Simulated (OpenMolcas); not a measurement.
# quartet BH2S: a chain of runs

Aim: the energy (UHF/STO-3G), then the energy (CASSCF(3,3)/STO-3G), then a single-point energy (CASPT2(3,3)/STO-3G), then a single-point energy (SC-NEVPT2(3,3)/STO-3G), then the energy (MRCI(3,3)/STO-3G) of quartet BH2S. 

The calculation is run with OpenMolcas 26.06.

## Step 1: The system as given

BH2S: 4 atoms, total charge 0, spin state quartet. As SMILES of the parent species, `[BH]S`. The shape is that of a GFN2-xTB optimisation. That shape belongs to the parent species and isn't relaxed for this state.

Bond lengths: B1–S2 1.721 Å, B1–H3 1.159 Å, S2–H4 1.355 Å. Angles: B1–S2–H4 103.9°, S2–B1–H3 129.6°.

## Step 2: A single-point energy at UHF/STO-3G (run 1)

Input file geom.xyz:

```xyz
4

B      0.385960    -0.347990     0.780090
S     -0.038390     1.109810    -0.031020
H      0.247360    -1.448620     0.442720
H     -0.594920     0.686800    -1.191790
```

Input file step1.input:

```
>>> EXPORT MOLCAS_PRINT=2

&gateway
 baslib=$CurrDir
 coord=geom.xyz
 basis=STO-3G
 group=NoSym

&seward

&scf
 uhf
 spin=4
 scramble=0.25
 prorbitals=1 1
```

The basis set STO-3G is read from a file made from the Basis Set Exchange's data (not shown).

Launch:

```console
$ export MOLCAS_MEM=1860
$ pymolcas step1.input > step1.log
```

Log:

```text
--- Start Module: gateway ---
[...]
--- Stop Module: gateway /rc=_RC_ALL_IS_WELL_ ---
--- Start Module: seward ---
[...]
      Basis functions           16
--- Stop Module: seward /rc=_RC_ALL_IS_WELL_ ---
--- Start Module: scf ---
[...]
       Convergence after  17 Iterations
[...]
::    Total SCF energy                               -418.4552054189
[...]
      Total spin, S                                     1.5030968782
[...]
      Total electronic charge=   23.000000
      Total            charge=   -0.000000
[...]
      Dipole Moment (debye):
      Origin of the operator (angstrom)=    0.0594    0.6864    0.1520
                   X= -1.4095E+00               Y=  3.5353E+00               Z= -2.7458E+00           Total=  4.6930E+00
      Quadrupole Moment (debye*angstrom):
[...]
--- Stop Module: scf /rc=_RC_ALL_IS_WELL_ ---
[...]
```

Wall time 1.1 s (1 thread of Intel Xeon 6975P-C (Granite Rapids), shared host); peak memory 0.37 GiB.

## Step 3: A single-point energy at CASSCF(3,3)/STO-3G (run 2)

geom.xyz is that of step 2.

Input file step2.input:

```
* BH2S CASSCF

&GATEWAY
  BASLIB = $CurrDir
  COORD = geom.xyz
  BASIS = STO-3G
  GROUP = NoSym

&SEWARD

&RASSCF
  FILEORB = $CurrDir/step1.UnaOrb
  SPIN = 4
  NACTEL = 3 0 0
  INACTIVE = 10
  RAS2 = 3
  ORBLISTING = Nothing
```

The basis set STO-3G is read from a file made from the Basis Set Exchange's data (not shown).

Launch:

```console
$ export MOLCAS_MEM=1860
$ pymolcas step2.input > step2.log
```

Log:

```text
--- Start Module: gateway ---
[...]
--- Stop Module: gateway /rc=_RC_ALL_IS_WELL_ ---
--- Start Module: seward ---
[...]
      Basis functions           16
--- Stop Module: seward /rc=_RC_ALL_IS_WELL_ ---
--- Start Module: rasscf ---
[...]
      Number of active orbitals                  3
[...]
      Spin quantum number                      1.5
[...]
      Active orbitals                            3
[...]
      Number of CSFs                             1
[...]
      Number of root(s) required                 1
[...]
      Convergence after  7 iterations
[...]
      printout of CI-coefficients larger than  0.05 for root  1
      energy=    -418.451660
      conf/sym  111     Coeff  Weight
             1  uuu   1.00000 1.00000
      Natural orbitals and occupation numbers for root  1
      sym 1:   1.000000   1.000000   1.000000
      ************************************************************************************************************************
      *                                                    Final results                                                     *
[...]
::    RASSCF root number  1 Total energy:   -418.45165993
[...]
      Total electronic charge=   23.000000
      Total            charge=   -0.000000
[...]
      Dipole Moment (debye):
      Origin of the operator (angstrom)=    0.0594    0.6864    0.1520
                   X= -1.4179E+00               Y=  3.5504E+00               Z= -2.7625E+00           Total=  4.7167E+00
      Quadrupole Moment (debye*angstrom):
[...]
--- Stop Module: rasscf /rc=_RC_ALL_IS_WELL_ ---
[...]
```

Run time: 1.1 s. Hardware: 1 thread of Intel Xeon 6975P-C (Granite Rapids), shared host; peak memory 0.37 GiB.

## Step 4: A single-point energy at CASPT2(3,3)/STO-3G (run 3)

geom.xyz is that of step 3.

Input file step3.input:

```
* BH2S CASPT2

&GATEWAY
 BasLib
 $CurrDir
 Coord
 geom.xyz
 Basis
 STO-3G
 Group
 NoSym

&SEWARD

&RASSCF
 FileOrb
 $CurrDir/step2.RasOrb
 Spin
 4
 Nactel
 3 0 0
 Inactive
 10
 Ras2
 3
 OrbListing
 Nothing

&CASPT2
 Imaginary
 0.1
 Frozen
 6
```

The basis set STO-3G is read from a file made from the Basis Set Exchange's data (not shown).

Launch:

```console
$ export MOLCAS_MEM=1860
$ pymolcas step3.input > step3.log
```

Log:

```text
--- Start Module: gateway ---
[...]
--- Stop Module: gateway /rc=_RC_ALL_IS_WELL_ ---
[...]
      Basis functions           16
[...]
--- Start Module: rasscf ---
[...]
      Number of active orbitals                  3
[...]
      Spin quantum number                      1.5
[...]
      Active orbitals                            3
[...]
      Number of CSFs                             1
[...]
      Number of root(s) required                 1
[...]
      Convergence after  4 iterations
[...]
      printout of CI-coefficients larger than  0.05 for root  1
      energy=    -418.451660
      conf/sym  111     Coeff  Weight
             1  uuu   1.00000 1.00000
      Natural orbitals and occupation numbers for root  1
      sym 1:   1.000000   1.000000   1.000000
      ************************************************************************************************************************
      *                                                    Final results                                                     *
[...]
::    RASSCF root number  1 Total energy:   -418.45165993
[...]
      Total electronic charge=   23.000000
      Total            charge=   -0.000000
[...]
      Dipole Moment (debye):
      Origin of the operator (angstrom)=    0.0594    0.6864    0.1520
                   X= -1.4179E+00               Y=  3.5505E+00               Z= -2.7625E+00           Total=  4.7167E+00
      Quadrupole Moment (debye*angstrom):
[...]
--- Stop Module: rasscf /rc=_RC_ALL_IS_WELL_ ---
--- Start Module: caspt2 ---
[...]
 ###    WARNING: User changed nr of frozen orbitals.                         ###
 ###############################################################################
[...]
      E2 (Variational):          -0.0368464210
      Total energy:            -418.4885063551
[...]
      Reference weight:           0.98248
[...]
::    CASPT2 Root  1     Total energy:   -418.48850636
[...]
--- Stop Module: caspt2 /rc=_RC_ALL_IS_WELL_ ---
[...]
```

Wall time 1.1 s (1 thread of Intel Xeon 6975P-C (Granite Rapids), shared host); peak memory 0.37 GiB.

## Step 5: The energy at SC-NEVPT2(3,3)/STO-3G (run 4)

geom.xyz is that of step 4.

Input file step4.inp:

```
* BH2S NEVPT2
>>> EXPORT MOLCAS_PRINT=2

&GATEWAY
 BasLib=$CurrDir
 Coord=geom.xyz
 Basis=STO-3G
 Group=NoSym

&SEWARD

&RASSCF
 FileOrb=$CurrDir/step2.RasOrb
 Spin=4
 Nactel=3 0 0
 Inactive=10
 Ras2=3
 OrbListing=Nothing

&CASPT2
 SC-NEVPT2
 Frozen=6
```

The basis set STO-3G is read from a file made from the Basis Set Exchange's data (not shown).

Launch:

```console
$ export MOLCAS_MEM=1860
$ pymolcas step4.inp > step4.log
```

Log:

```text
--- Start Module: gateway ---

                                              &GATEWAY

                       available to each process: 1.9 GB of memory, 1 thread

 Basis Set     1 Label: B.STO-3G
 Basis set is read from library:.
 basistype.tbl is not found

 Basis Set     2 Label: S.STO-3G
 Basis set is read from library:.
 basistype.tbl is not found

 Basis Set     3 Label: H.STO-3G
 Basis set is read from library:.
 basistype.tbl is not found

++    Symmetry information:
      ---------------------

                    Character Table for C1

                             E
                    a        1  x, y, xy, Rz, z, xz, Ry, yz, Rx, I
--

++    Basis set information:
      ----------------------

      Basis set label: B.STO-3G.........

      Electronic valence basis set:
      ------------------
      Associated Effective Charge   5.000000 au
      Associated Actual Charge      5.000000 au
      Nuclear Model: Point charge

      Shell  nPrim  nBasis  Cartesian Spherical Contaminant
         s       6       2        X
[... 111 lines left out ...]
      Nuclear repulsion energy =   37.63337826
[... 76 lines left out ...]
      Convergence after  4 iterations
[... 10 lines left out ...]
      printout of CI-coefficients larger than  0.05 for root  1
[... 1 line left out ...]
      conf/sym  111     Coeff  Weight
[... 6 lines left out ...]
      *                                                    Final results                                                     *
[... 6 lines left out ...]
      RASSCF energy for state  1                   -418.45165993
[... 12 lines left out ...]
::    RASSCF root number  1 Total energy:   -418.45165993
[... 29 lines left out ...]
      Dipole Moment (debye):
[... 28 lines left out ...]
      Spin density orbitals for root   1 are written to the SPDORB.1 file
[... 56 lines left out ...]
      Imaginary shift                            0.00
[... 11 lines left out ...]
++ NEVPT2 computation for group   1

********************************************************************************
 Multi-State initialization phase begins for group   1
--------------------------------------------------------------------------------
********************************************************************************
 Compute H0 matrices for state    1
--------------------------------------------------------------------------------
--------------------------------------------------------------------------------
 H0 matrices have been computed.

********************************************************************************
  NEVPT2 EQUATION SOLUTION
--------------------------------------------------------------------------------
 ###############################################################################
 ###    Location: AixRd                                                      ###
 ###    File: LUCIEX                                                         ###
 ###    Premature abort while reading buffer from disk                       ###
 ###    End of file reached                                                  ###
 ###############################################################################

--- Stop Module: caspt2 /rc=-6 ---

.########################.
.# Non-zero return code #.
.########################.

    Timing: Wall=0.98 User=0.70 System=0.26
```

Run time: 1.1 s. Hardware: 1 thread of Intel Xeon 6975P-C (Granite Rapids), shared host; peak memory 0.37 GiB.

The program stopped with an error.

## Step 6: A single-point energy at MRCI(3,3)/STO-3G (run 5)

geom.xyz is that of step 5.

Input file step5.input:

```
&GATEWAY
 BasLib
 $CurrDir
 Coord
 geom.xyz
 Basis
 STO-3G
 Group
 NoSym

&SEWARD

&RASSCF
 FileOrb
 $CurrDir/step2.RasOrb
 Spin
 4
 Nactel
 3 0 0
 Inactive
 10
 Ras2
 3
 OrbListing
 Nothing

&MOTRA
 LumOrb
 Frozen
 6

&GUGA
 Electrons
 11
 Spin
 4
 Inactive
 4
 Active
 3
 CIAll
 1

&MRCI
 SDCI
```

The basis set STO-3G is read from a file made from the Basis Set Exchange's data (not shown).

Launch:

```console
$ export MOLCAS_MEM=1860
$ pymolcas step5.input > step5.log
```

Log:

```text
--- Start Module: gateway ---
[...]
--- Stop Module: gateway /rc=_RC_ALL_IS_WELL_ ---
[...]
      Basis functions           16
[...]
      Number of active orbitals                  3
[...]
      Spin quantum number                      1.5
[...]
      Active orbitals                            3
[...]
      Number of CSFs                             1
[...]
      Number of root(s) required                 1
[...]
      Convergence after  4 iterations
[...]
      printout of CI-coefficients larger than  0.05 for root  1
      energy=    -418.451660
      conf/sym  111     Coeff  Weight
             1  uuu   1.00000 1.00000
      Natural orbitals and occupation numbers for root  1
      sym 1:   1.000000   1.000000   1.000000
      ************************************************************************************************************************
      *                                                    Final results                                                     *
[...]
::    RASSCF root number  1 Total energy:   -418.45165993
[...]
      Dipole Moment (debye):
      Origin of the operator (angstrom)=    0.0594    0.6864    0.1520
                   X= -1.4179E+00               Y=  3.5505E+00               Z= -2.7625E+00           Total=  4.7167E+00
      Quadrupole Moment (debye*angstrom):
[...]
      *** WARNING: Default frozen orbitals is overwritten by user input.
      *** Default values:   6
[...]
--- Start Module: guga ---
[...]
--- Stop Module: guga /rc=_RC_ALL_IS_WELL_ ---
--- Start Module: mrci ---
[...]
       (But an ACPF correction will be computed)
       USE THE DEFAULT ACPF G-VALUE GFAC=  0.18181818181818182
[...]
                      CI ENERGY:  -418.50723615
[...]
                ACPF CORRECTION:    -0.00210353
[...]
      Total electronic charge=   23.000000
      Total            charge=   -0.000000
[...]
     ACPF CORRECTION:     -0.00210353
[...]
  CI State   1     Total energy:   -418.50723615     QDav:     -0.00259278     QACPF:     -0.00210353
[...]
--- Stop Module: mrci /rc=_RC_ALL_IS_WELL_ ---
[...]
```

It took 1.1 s on 1 thread of Intel Xeon 6975P-C (Granite Rapids), shared host; peak memory 0.37 GiB.

## Step 7: Outcome

| quantity | value |
| --- | --- |
| run 1, UHF/STO-3G: total energy | -418.45521 Eh |
| run 1, UHF/STO-3G: dipole moment | 4.69 D |
| run 1, UHF/STO-3G: HOMO energy (highest over α and β) | -3.34 eV |
| run 1, UHF/STO-3G: LUMO energy (lowest over α and β) | 2.01 eV |
| run 1, UHF/STO-3G: ⟨S²⟩ | 3.762 |
| run 2, CASSCF(3,3)/STO-3G: total energy | -418.45166 Eh |
| run 2, CASSCF(3,3)/STO-3G: dipole moment (CASSCF density) | 4.72 D |
| run 3, CASPT2(3,3)/STO-3G: total energy | -418.48851 Eh |
| run 3, CASPT2(3,3)/STO-3G: dipole moment (CASSCF density) | 4.72 D |
| run 5, MRCI(3,3)/STO-3G: total energy | -418.50724 Eh |
| run 5, MRCI(3,3)/STO-3G: dipole moment (CASSCF density) | 4.72 D |
| run 4, SC-NEVPT2(3,3)/STO-3G | no result (crashed) |

What this shows: 1 of the 5 runs did not end normally.
